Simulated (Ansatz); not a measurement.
Relaxing carbon (graphite)

Computed with DFT, revPBE, plane waves (420 eV) with PAW, scalar-relativistic (Ansatz). The PAW files were generated under PBE, with cores re-solved for the functional.

k-point mesh 8×8×3, Fermi-Dirac smearing 0.05 eV, no spin polarisation. Cell and atoms relax.

Starting structure:

```yaml
crystal:
  lattice:
    - [2.4640014744, 0.0, 0.0]
    - [-1.2320007372, 2.1338878718, 0.0]
    - [0.0, 0.0, 6.711]
  atoms:
    - { symbol: C, position: [0.0, 0.0, 0.25] }
    - { symbol: C, position: [0.0, 0.0, 0.75] }
    - { symbol: C, position: [0.3333333333, 0.6666666667, 0.25] }
    - { symbol: C, position: [0.6666666667, 0.3333333333, 0.75] }
hamiltonian:
  xc: revpbe
  pseudopotentials:
    kind: paw
    azcp:
      C: "pseudopotentials/C.paw.azcp"
basis:
  ecutwfc: 420
  fft_grid_basis: typed
kpoints:
  mp_grid: { grid: [8, 8, 3], shift: [0, 0, 0] }
magnetization:
  spin_polarized: false
scf:
  occupations: { method: fermi_dirac, width: 0.05 }
relax:
  max_steps: 60
  f_tol: 0.01
  cell: {}
```

**Question.** The pressure at the start is 4.8 GPa. By how much does the volume change?

**Answer.** From 8.82 to 13.52 Å³ per atom, 53.3 %. The final cell has a = 2.475 Å, c = 10.197 Å (c/a = 4.121).

**Question.** How much energy does the relaxation gain?

**Answer.** 36.0 meV per atom.

Path of the relaxation (the plane waves are chosen anew near the end, which can shift the energy a little):

```json
{"step": "0", "E − E(final) (meV/atom)": "35.97", "V (Å³/atom)": "8.821", "P (GPa)": "4.79", "max force (eV/Å)": "0.000"}
{"step": "1", "E − E(final) (meV/atom)": "26.33", "V (Å³/atom)": "9.297", "P (GPa)": "1.89", "max force (eV/Å)": "0.000"}
{"step": "2", "E − E(final) (meV/atom)": "23.29", "V (Å³/atom)": "9.756", "P (GPa)": "0.05", "max force (eV/Å)": "0.000"}
{"step": "3", "E − E(final) (meV/atom)": "23.43", "V (Å³/atom)": "9.860", "P (GPa)": "-0.05", "max force (eV/Å)": "0.000"}
{"step": "4", "E − E(final) (meV/atom)": "23.43", "V (Å³/atom)": "9.858", "P (GPa)": "0.00", "max force (eV/Å)": "0.000"}
{"step": "5", "E − E(final) (meV/atom)": "14.61", "V (Å³/atom)": "9.858", "P (GPa)": "1.01", "max force (eV/Å)": "0.000"}
{"step": "6", "E − E(final) (meV/atom)": "11.95", "V (Å³/atom)": "10.225", "P (GPa)": "0.63", "max force (eV/Å)": "0.000"}
{"step": "7", "E − E(final) (meV/atom)": "11.65", "V (Å³/atom)": "10.667", "P (GPa)": "0.09", "max force (eV/Å)": "0.000"}
{"step": "8", "E − E(final) (meV/atom)": "12.22", "V (Å³/atom)": "10.798", "P (GPa)": "-0.01", "max force (eV/Å)": "0.000"}
{"step": "9", "E − E(final) (meV/atom)": "6.12", "V (Å³/atom)": "10.798", "P (GPa)": "0.25", "max force (eV/Å)": "0.000"}
{"step": "10", "E − E(final) (meV/atom)": "5.58", "V (Å³/atom)": "11.170", "P (GPa)": "0.14", "max force (eV/Å)": "0.000"}
{"step": "11", "E − E(final) (meV/atom)": "6.94", "V (Å³/atom)": "11.616", "P (GPa)": "-0.08", "max force (eV/Å)": "0.000"}
{"step": "12", "E − E(final) (meV/atom)": "6.17", "V (Å³/atom)": "11.455", "P (GPa)": "0.01", "max force (eV/Å)": "0.000"}
{"step": "13", "E − E(final) (meV/atom)": "3.09", "V (Å³/atom)": "11.455", "P (GPa)": "0.15", "max force (eV/Å)": "0.000"}
{"step": "14", "E − E(final) (meV/atom)": "3.18", "V (Å³/atom)": "11.751", "P (GPa)": "0.10", "max force (eV/Å)": "0.000"}
{"step": "15", "E − E(final) (meV/atom)": "3.91", "V (Å³/atom)": "12.035", "P (GPa)": "0.00", "max force (eV/Å)": "0.000"}
{"step": "16", "E − E(final) (meV/atom)": "3.78", "V (Å³/atom)": "11.998", "P (GPa)": "0.01", "max force (eV/Å)": "0.000"}
{"step": "17", "E − E(final) (meV/atom)": "1.59", "V (Å³/atom)": "11.998", "P (GPa)": "0.09", "max force (eV/Å)": "0.000"}
{"step": "18", "E − E(final) (meV/atom)": "1.97", "V (Å³/atom)": "12.293", "P (GPa)": "0.06", "max force (eV/Å)": "0.000"}
{"step": "19", "E − E(final) (meV/atom)": "2.47", "V (Å³/atom)": "12.473", "P (GPa)": "0.00", "max force (eV/Å)": "0.000"}
{"step": "20", "E − E(final) (meV/atom)": "2.39", "V (Å³/atom)": "12.450", "P (GPa)": "0.00", "max force (eV/Å)": "0.000"}
{"step": "21", "E − E(final) (meV/atom)": "0.81", "V (Å³/atom)": "12.450", "P (GPa)": "0.06", "max force (eV/Å)": "0.000"}
{"step": "22", "E − E(final) (meV/atom)": "1.21", "V (Å³/atom)": "12.691", "P (GPa)": "0.04", "max force (eV/Å)": "0.000"}
{"step": "23", "E − E(final) (meV/atom)": "1.52", "V (Å³/atom)": "12.808", "P (GPa)": "0.01", "max force (eV/Å)": "0.000"}
{"step": "24", "E − E(final) (meV/atom)": "1.48", "V (Å³/atom)": "12.795", "P (GPa)": "0.00", "max force (eV/Å)": "0.000"}
```

This functional, with no dispersion term, lets the cell expand far past the measured one.
